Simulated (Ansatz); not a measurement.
Species: S₂ (charge 0, triplet). SMILES: S=S
Geometry: optimised at B3LYP-D3(BJ)/def2-TZVP (Ansatz, a first-principles code).

Property: enthalpy of formation at 298 K, in kcal/mol. Set-up: six Cartesian d functions in 6-31G* and its kin unless marked 5d; no spin-orbit coupling; non-relativistic; UHF or UKS for open shells; frozen cores in correlated levels; LANL2DZ with its own core potentials from Na on; 6-311+G** with 5d, 6d on Na to Ar in Ansatz. First-principles rows: single points at B3LYP-D3(BJ) geometries (Ansatz), with unscaled harmonic terms from B3LYP/6-31G* at its own minima, enthalpies of formation by atomisation with measured atoms.

Measured values: G2/97 table in ASE (Curtiss et al.); they hold spin-orbit and core effects, anharmonicity. 

Value to compare with, the measured value: 30.7 kcal/mol.

```
level          program  enthalpy of formation at 298 K (kcal/mol)  error
-------------  -------  -----------------------------------------  -----
MP2/STO-3G      Ansatz                                       67.9   37.2
MP2/3-21G       Ansatz                                       95.2   64.5
MP2/LANL2DZ     Ansatz                                      102.0   71.3
MP2/6-31G*      Ansatz                                       47.8   17.1
MP2/6-311+G**   Ansatz                                       48.3   17.6
```

Among the 5 habitual levels, MP2/LANL2DZ lies farthest from the measured value (71.3 kcal/mol); 5 of 5 lie above it, and their mean absolute error is 41.5 kcal/mol, the median 37.2. One case shows no general order.

The sets are all those run for this method; runs whose electronic state is in doubt are left out.
